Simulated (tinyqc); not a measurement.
RHF in the sto-3g basis, for CH3-, spin multiplicity 1, step by step (part 2 of 2). The basis has no diffuse functions, so it cannot describe the extra electron: this is an exercise in the method, not the real anion. Computed by tinyqc, a small Python program that keeps every step (integrals from PySCF). Command: `OMP_NUM_THREADS=1 python tinyqc.py 24570 24571 out.jsonl` (the two numbers bound the seeds that draw the settings). One thread of a shared host (Intel(R) Xeon(R) Processor @ 2.60GHz), about 0.07 s of CPU time with the checks.

Geometry (angstrom):
```
atom        x        y       z
C      0.0000   0.0000  0.1000
H      1.2180   0.0000  0.0000
H     -0.6090   1.0550  0.0000
H     -0.6090  -1.0550  0.0000
```

## Iteration 1: diagonalisation and new density

Fock matrix F (hartree):
```
          1C 1s    1C 2s   1C 2px   1C 2py  1C 2pz    2H 1s    3H 1s    4H 1s
1C 1s   -8.5207  -2.4247   0.0000   0.0000  0.0028  -0.4625  -0.4623  -0.4623
1C 2s   -2.4247  -0.2818  -0.0001   0.0000  0.0370  -0.1396  -0.1396  -0.1396
1C 2px   0.0000  -0.0001   0.9039   0.0000  0.0000   0.0540  -0.0270  -0.0270
1C 2py   0.0000   0.0000   0.0000   0.9039  0.0000   0.0000   0.0467  -0.0467
1C 2pz   0.0028   0.0370   0.0000   0.0000  1.0563   0.0029   0.0029   0.0029
2H 1s   -0.4625  -0.1396   0.0540   0.0000  0.0029   0.3914  -0.0520  -0.0520
3H 1s   -0.4623  -0.1396  -0.0270   0.0467  0.0029  -0.0520   0.3915  -0.0520
4H 1s   -0.4623  -0.1396  -0.0270  -0.0467  0.0029  -0.0520  -0.0520   0.3915
```

X:
```
              1        2        3        4        5        6        7        8
1C 1s   -0.3596   0.0002   0.0000   0.8590   0.4287  -0.0001   0.0000   0.1791
1C 2s    1.2982  -0.0006   0.0000  -0.0365   0.0637  -0.0001   0.0000   0.4743
1C 2px   0.0006   1.0171   0.0000   0.0000   0.0000   0.6120   0.0000   0.0001
1C 2py   0.0000   0.0000   1.0171   0.0000   0.0000   0.0000   0.6120   0.0000
1C 2pz  -0.0955   0.0000   0.0000  -0.4626   0.8837   0.0000   0.0000  -0.0348
2H 1s   -0.6152  -0.9147   0.0000  -0.1692  -0.0845   0.4534   0.0000   0.3008
3H 1s   -0.6144   0.4578  -0.7924  -0.1692  -0.0845  -0.2268   0.3928   0.3007
4H 1s   -0.6144   0.4578   0.7924  -0.1692  -0.0845  -0.2268  -0.3928   0.3007
```

Diagonalise F' = X^T F X, C = X C', fill 5 alpha and 5 beta electrons from the bottom; D = 2 C_occ C_occ^T. Each column has its largest component positive (the first on a tie).

F' = X^T F X (hartree):
```
        1        2       3        4        5       6       7        8
1  1.0697   0.0003  0.0000   0.7570   0.3742  0.0001  0.0000   0.3269
2  0.0003   1.3414  0.0000  -0.0006  -0.0003  0.2786  0.0000  -0.0003
3  0.0000   0.0000  1.3414   0.0000   0.0000  0.0000  0.2786   0.0000
4  0.7570  -0.0006  0.0000  -5.4862  -3.4484  0.0006  0.0000  -2.5928
5  0.3742  -0.0003  0.0000  -3.4484  -0.7583  0.0003  0.0000  -1.3689
6  0.0001   0.2786  0.0000   0.0006   0.0003  0.5203  0.0000   0.0003
7  0.0000   0.0000  0.2786   0.0000   0.0000  0.0000  0.5202   0.0000
8  0.3269  -0.0003  0.0000  -2.5928  -1.3689  0.0003  0.0000  -0.9400
```

orbital energies (hartree): MO1 -8.5334, MO2 0.2050, MO3 0.4346, MO4 0.4347, MO5 1.0539, MO6 1.1597, MO7 1.4270, MO8 1.4270

coefficients C:
```
            MO1      MO2      MO3      MO4      MO5      MO6      MO7      MO8
1C 1s    0.9887  -0.1830   0.0000   0.0000  -0.0764  -0.2571   0.0000  -0.0001
1C 2s    0.0475   0.4465   0.0000   0.0000   0.3458   1.2627   0.0000   0.0005
1C 2px   0.0000   0.0000   0.0000   0.2863   0.0000  -0.0004   0.0000   1.1520
1C 2py   0.0000   0.0000   0.2862   0.0000   0.0000   0.0000   1.1520   0.0000
1C 2pz  -0.0013  -0.0309   0.0000   0.0000   0.9550  -0.3038   0.0000  -0.0001
2H 1s   -0.0088   0.3473   0.0000   0.7022  -0.1273  -0.6058   0.0000  -0.7418
3H 1s   -0.0088   0.3472   0.6082  -0.3512  -0.1273  -0.6060  -0.6421   0.3705
4H 1s   -0.0088   0.3472  -0.6082  -0.3512  -0.1273  -0.6060   0.6421   0.3705
```

D after iteration 1:
```
          1C 1s    1C 2s   1C 2px   1C 2py   1C 2pz    2H 1s    3H 1s    4H 1s
1C 1s    2.0338  -0.1223   0.0000   0.0000  -0.1371  -0.1250  -0.1250  -0.1250
1C 2s   -0.1223   0.6423   0.0000   0.0000   0.6327   0.2213   0.2212   0.2212
1C 2px   0.0000   0.0000   0.1639   0.0000  -0.0001   0.4021  -0.2010  -0.2010
1C 2py   0.0000   0.0000   0.0000   0.1639   0.0000   0.0000   0.3481  -0.3481
1C 2pz  -0.1371   0.6327  -0.0001   0.0000   1.8260  -0.2645  -0.2646  -0.2646
2H 1s   -0.1250   0.2213   0.4021   0.0000  -0.2645   1.2599  -0.2194  -0.2194
3H 1s   -0.1250   0.2212  -0.2010   0.3481  -0.2646  -0.2194   1.2601  -0.2194
4H 1s   -0.1250   0.2212  -0.2010  -0.3481  -0.2646  -0.2194  -0.2194   1.2601
```

## Iteration 2: building the Fock matrix

core Hamiltonian H = T + V (hartree):
```
           1C 1s    1C 2s   1C 2px   1C 2py   1C 2pz    2H 1s    3H 1s    4H 1s
1C 1s   -19.0605  -4.6007   0.0000   0.0000   0.0033  -0.8566  -0.8563  -0.8563
1C 2s    -4.6007  -5.9966   0.0000   0.0000   0.0356  -2.1455  -2.1450  -2.1450
1C 2px    0.0000   0.0000  -4.9981   0.0000   0.0000  -1.8535   0.9265   0.9265
1C 2py    0.0000   0.0000   0.0000  -4.9981   0.0000   0.0000  -1.6050   1.6050
1C 2pz    0.0033   0.0356   0.0000   0.0000  -4.8500   0.1593   0.1593   0.1593
2H 1s    -0.8566  -2.1455  -1.8535   0.0000   0.1593  -3.5330  -0.4884  -0.4884
3H 1s    -0.8563  -2.1450   0.9265  -1.6050   0.1593  -0.4884  -3.5327  -0.4882
4H 1s    -0.8563  -2.1450   0.9265   1.6050   0.1593  -0.4884  -0.4882  -3.5327
```

nuclear repulsion = 8.545913 hartree

Given earlier and not repeated: Two-electron integrals (ij|kl) in chemists' order.

J_ij = sum D_kl (ij|kl), K_ij = sum D_kl (ik|jl); F = H + J - 0.5 K; E = tr D H + tr D J / 2 - 0.25 tr D K + E_nn.

Coulomb J (hartree):
```
          1C 1s   1C 2s   1C 2px   1C 2py   1C 2pz    2H 1s    3H 1s    4H 1s
1C 1s   11.8590  2.3201   0.0000   0.0000   0.0180   0.4285   0.4284   0.4284
1C 2s    2.3201  5.6985   0.0000   0.0000   0.0639   2.0731   2.0726   2.0726
1C 2px   0.0000  0.0000   5.7061   0.0000   0.0000   1.9681  -0.9837  -0.9837
1C 2py   0.0000  0.0000   0.0000   5.7062   0.0000   0.0000   1.7042  -1.7042
1C 2pz   0.0180  0.0639   0.0000   0.0000   5.6658  -0.1467  -0.1466  -0.1466
2H 1s    0.4285  2.0731   1.9681   0.0000  -0.1467   4.1542   0.4587   0.4587
3H 1s    0.4284  2.0726  -0.9837   1.7042  -0.1466   0.4587   4.1539   0.4585
4H 1s    0.4284  2.0726  -0.9837  -1.7042  -0.1466   0.4587   0.4585   4.1539
```

exchange K (hartree):
```
          1C 1s   1C 2s   1C 2px   1C 2py   1C 2pz    2H 1s    3H 1s    4H 1s
1C 1s    7.1381  1.2563   0.0000   0.0000  -0.0042   0.2361   0.2360   0.2360
1C 2s    1.2563  1.5327   0.0001   0.0000   0.2062   0.7638   0.7636   0.7636
1C 2px   0.0000  0.0001   0.9409   0.0000  -0.0001   0.7154  -0.3576  -0.3576
1C 2py   0.0000  0.0000   0.0000   0.9408   0.0000   0.0000   0.6195  -0.6195
1C 2pz  -0.0042  0.2062  -0.0001   0.0000   1.4921  -0.0586  -0.0586  -0.0586
2H 1s    0.2361  0.7638   0.7154   0.0000  -0.0586   1.4234   0.1678   0.1678
3H 1s    0.2360  0.7636  -0.3576   0.6195  -0.0586   0.1678   1.4234   0.1677
4H 1s    0.2360  0.7636  -0.3576  -0.6195  -0.0586   0.1678   0.1677   1.4234
```

Fock matrix F (hartree):
```
           1C 1s    1C 2s   1C 2px   1C 2py   1C 2pz    2H 1s    3H 1s    4H 1s
1C 1s   -10.7706  -2.9088   0.0000   0.0000   0.0234  -0.5461  -0.5459  -0.5459
1C 2s    -2.9088  -1.0644  -0.0001   0.0000  -0.0035  -0.4543  -0.4542  -0.4542
1C 2px    0.0000  -0.0001   0.2376   0.0000   0.0000  -0.2431   0.1215   0.1215
1C 2py    0.0000   0.0000   0.0000   0.2376   0.0000   0.0000  -0.2105   0.2105
1C 2pz    0.0234  -0.0035   0.0000   0.0000   0.0698   0.0420   0.0420   0.0420
2H 1s    -0.5461  -0.4543  -0.2431   0.0000   0.0420  -0.0906  -0.1135  -0.1135
3H 1s    -0.5459  -0.4542   0.1215  -0.2105   0.0420  -0.1135  -0.0904  -0.1135
4H 1s    -0.5459  -0.4542   0.1215   0.2105   0.0420  -0.1135  -0.1135  -0.0904
```

total energy of this density = -38.605848 hartree

## Iteration 2: diagonalisation and new density

As before.

F' = X^T F X (hartree):
```
        1        2       3        4        5        6        7        8
1  0.6379   0.0003  0.0000   1.0751   0.4695   0.0000   0.0000   0.2563
2  0.0003   0.9534  0.0000  -0.0009  -0.0004   0.1695   0.0000  -0.0002
3  0.0000   0.0000  0.9534   0.0000   0.0000   0.0000   0.1695   0.0000
4  1.0751  -0.0009  0.0000  -7.3182  -3.8719   0.0007   0.0000  -3.0232
5  0.4695  -0.0004  0.0000  -3.8719  -1.9630   0.0004   0.0000  -1.5840
6  0.0000   0.1695  0.0000   0.0007   0.0004  -0.1063   0.0000   0.0003
7  0.0000   0.0000  0.1695   0.0000   0.0000   0.0000  -0.1063   0.0000
8  0.2563  -0.0002  0.0000  -3.0232  -1.5840   0.0003   0.0000  -1.7335
```

orbital energies (hartree): MO1 -10.7770, MO2 -0.4539, MO3 -0.1328, MO4 -0.1327, MO5 0.0580, MO6 0.7961, MO7 0.9799, MO8 0.9799

coefficients C:
```
            MO1      MO2      MO3      MO4      MO5      MO6      MO7      MO8
1C 1s    0.9928  -0.2102   0.0000   0.0000  -0.0395  -0.2273   0.0000  -0.0001
1C 2s    0.0312   0.6321  -0.0001   0.0000   0.1970   1.2150   0.0000   0.0007
1C 2px   0.0000   0.0001   0.4478   0.0000   0.0000  -0.0004   0.0000   1.0993
1C 2py   0.0000   0.0000   0.0000   0.4478   0.0000   0.0000   1.0993   0.0000
1C 2pz  -0.0027  -0.0248  -0.0001   0.0000   0.9819  -0.2016   0.0000  -0.0001
2H 1s   -0.0059   0.2543   0.5891   0.0000  -0.0760  -0.6581   0.0000  -0.8345
3H 1s   -0.0059   0.2542  -0.2946   0.5103  -0.0760  -0.6586  -0.7223   0.4167
4H 1s   -0.0059   0.2542  -0.2946  -0.5103  -0.0760  -0.6586   0.7223   0.4167
```

D after iteration 2:
```
          1C 1s    1C 2s   1C 2px   1C 2py   1C 2pz    2H 1s    3H 1s    4H 1s
1C 1s    2.0627  -0.2194   0.0000   0.0000  -0.0725  -0.1127  -0.1127  -0.1127
1C 2s   -0.2194   0.8787   0.0000   0.0000   0.3554   0.2911   0.2911   0.2911
1C 2px   0.0000   0.0000   0.4011   0.0000   0.0000   0.5277  -0.2639  -0.2639
1C 2py   0.0000   0.0000   0.0000   0.4010   0.0000   0.0000   0.4570  -0.4570
1C 2pz  -0.0725   0.3554   0.0000   0.0000   1.9294  -0.1618  -0.1619  -0.1619
2H 1s   -0.1127   0.2911   0.5277   0.0000  -0.1618   0.8351  -0.2062  -0.2062
3H 1s   -0.1127   0.2911  -0.2639   0.4570  -0.1619  -0.2062   0.8352  -0.2062
4H 1s   -0.1127   0.2911  -0.2639  -0.4570  -0.1619  -0.2062  -0.2062   0.8352
```

Within a degenerate level the vectors are fixed only up to a rotation; this is one choice.

## Iteration 13 (converged): orbitals

converged F (hartree):
```
           1C 1s    1C 2s   1C 2px   1C 2py  1C 2pz    2H 1s    3H 1s    4H 1s
1C 1s   -10.4037  -2.8257   0.0000   0.0000  0.0084  -0.5324  -0.5322  -0.5322
1C 2s    -2.8257  -0.9492   0.0000   0.0000  0.0099  -0.4226  -0.4225  -0.4225
1C 2px    0.0000   0.0000   0.3346   0.0000  0.0000  -0.2249   0.1124   0.1124
1C 2py    0.0000   0.0000   0.0000   0.3347  0.0000   0.0000  -0.1948   0.1948
1C 2pz    0.0084   0.0099   0.0000   0.0000  0.2198   0.0277   0.0277   0.0277
2H 1s    -0.5324  -0.4226  -0.2249   0.0000  0.0277  -0.0297  -0.1038  -0.1038
3H 1s    -0.5322  -0.4225   0.1124  -0.1948  0.0277  -0.1038  -0.0296  -0.1038
4H 1s    -0.5322  -0.4225   0.1124   0.1948  0.0277  -0.1038  -0.1038  -0.0296
```

As before.

F' = X^T F X (hartree):
```
        1        2       3        4        5        6        7        8
1  0.7514   0.0003  0.0000   1.0216   0.4866   0.0000   0.0000   0.2642
2  0.0003   1.0673  0.0000  -0.0008  -0.0004   0.1954   0.0000  -0.0002
3  0.0000   0.0000  1.0672   0.0000   0.0000   0.0000   0.1954   0.0000
4  1.0216  -0.0008  0.0000  -7.0187  -3.8029   0.0007   0.0000  -2.9401
5  0.4866  -0.0004  0.0000  -3.8029  -1.7791   0.0004   0.0000  -1.5506
6  0.0000   0.1954  0.0000   0.0007   0.0004  -0.0390   0.0000   0.0003
7  0.0000   0.0000  0.1954   0.0000   0.0000   0.0000  -0.0390   0.0000
8  0.2642  -0.0002  0.0000  -2.9401  -1.5506   0.0003   0.0000  -1.6275
```

orbital energies (hartree): MO1 -10.4106, MO2 -0.3725, MO3 -0.0725, MO4 -0.0725, MO5 0.2164, MO6 0.8927, MO7 1.1007, MO8 1.1008

coefficients C:
```
            MO1      MO2      MO3      MO4      MO5      MO6      MO7      MO8
1C 1s    0.9924  -0.2066   0.0000   0.0000  -0.0313  -0.2335   0.0000  -0.0001
1C 2s    0.0327   0.6067  -0.0001   0.0000   0.1425   1.2354   0.0000   0.0006
1C 2px   0.0000   0.0000   0.4313   0.0000   0.0000  -0.0004   0.0000   1.1059
1C 2py   0.0000   0.0000   0.0000   0.4313   0.0000   0.0000   1.1059   0.0000
1C 2pz  -0.0014  -0.0275   0.0000   0.0000   0.9902  -0.1552   0.0000  -0.0001
2H 1s   -0.0060   0.2677   0.6016   0.0000  -0.0431  -0.6558   0.0000  -0.8256
3H 1s   -0.0060   0.2676  -0.3008   0.5210  -0.0431  -0.6563  -0.7146   0.4123
4H 1s   -0.0060   0.2676  -0.3008  -0.5210  -0.0431  -0.6563   0.7146   0.4123
```

D after iteration 13:
```
          1C 1s    1C 2s   1C 2px   1C 2py   1C 2pz    2H 1s    3H 1s    4H 1s
1C 1s    2.0570  -0.1948   0.0000   0.0000  -0.0533  -0.1198  -0.1198  -0.1198
1C 2s   -0.1948   0.7790   0.0000   0.0000   0.2488   0.3121   0.3121   0.3121
1C 2px   0.0000   0.0000   0.3720   0.0000   0.0000   0.5189  -0.2595  -0.2595
1C 2py   0.0000   0.0000   0.0000   0.3720   0.0000   0.0000   0.4494  -0.4494
1C 2pz  -0.0533   0.2488   0.0000   0.0000   1.9625  -0.1000  -0.1000  -0.1000
2H 1s   -0.1198   0.3121   0.5189   0.0000  -0.1000   0.8709  -0.2149  -0.2149
3H 1s   -0.1198   0.3121  -0.2595   0.4494  -0.1000  -0.2149   0.8709  -0.2149
4H 1s   -0.1198   0.3121  -0.2595  -0.4494  -0.1000  -0.2149  -0.2149   0.8709
```

Within a degenerate level the vectors are fixed only up to a rotation; this is one choice.

## Convergence

Stop when the energy changes by less than 1e-09 hartree and every element of the error matrix X^T (F D S - S D F) X is below 9e-06.

Course of the cycle:
```
iteration  E (hartree)     change  largest element of the error matrix
1           -35.484108          -                             9.42e-01
2           -38.605848  -3.12e+00                             3.14e-01
3           -38.749079  -1.43e-01                             3.95e-02
4           -38.752368  -3.29e-03                             1.64e-02
5           -38.752702  -3.34e-04                             6.18e-03
6           -38.752763  -6.13e-05                             2.80e-03
7           -38.752775  -1.17e-05                             1.21e-03
8           -38.752777  -2.22e-06                             5.28e-04
9           -38.752777  -4.21e-07                             2.30e-04
10          -38.752778  -7.98e-08                             1.00e-04
11          -38.752778  -1.51e-08                             4.36e-05
12          -38.752778  -2.86e-09                             1.90e-05
13          -38.752778  -5.43e-10                             8.26e-06
```

PySCF RHF in the same basis = -38.752778 hartree

Converged in 13 iterations.

## Populations, bond orders and dipole

overlap S:
```
         1C 1s   1C 2s   1C 2px   1C 2py   1C 2pz    2H 1s    3H 1s    4H 1s
1C 1s   1.0000  0.2484   0.0000   0.0000   0.0000   0.0458   0.0458   0.0458
1C 2s   0.2484  1.0000   0.0000   0.0000   0.0000   0.4176   0.4175   0.4175
1C 2px  0.0000  0.0000   1.0000   0.0000   0.0000   0.4175  -0.2087  -0.2087
1C 2py  0.0000  0.0000   0.0000   1.0000   0.0000   0.0000   0.3616  -0.3616
1C 2pz  0.0000  0.0000   0.0000   0.0000   1.0000  -0.0343  -0.0343  -0.0343
2H 1s   0.0458  0.4176   0.4175   0.0000  -0.0343   1.0000   0.0993   0.0993
3H 1s   0.0458  0.4175  -0.2087   0.3616  -0.0343   0.0993   1.0000   0.0993
4H 1s   0.0458  0.4175  -0.2087  -0.3616  -0.0343   0.0993   0.0993   1.0000
```

Mulliken: Z minus the diagonal of D S on the atom; Loewdin: the same with S^(1/2) D S^(1/2); Mayer order: 2 sum_s sum (D(s) S)_ij (D(s) S)_ji over the two atoms.

Charges (e):
```
atom  Mulliken  Loewdin
1C     -0.4805  -0.5344
2H     -0.1731  -0.1552
3H     -0.1732  -0.1552
4H     -0.1732  -0.1552
```

Mayer bond orders:
```
pair   order
2-1   0.9363
3-1   0.9363
3-2   0.0169
4-1   0.9363
4-2   0.0169
4-3   0.0169
```

dipole moment about the origin, x y z (debye): 0.0002  0.0000  -0.7977
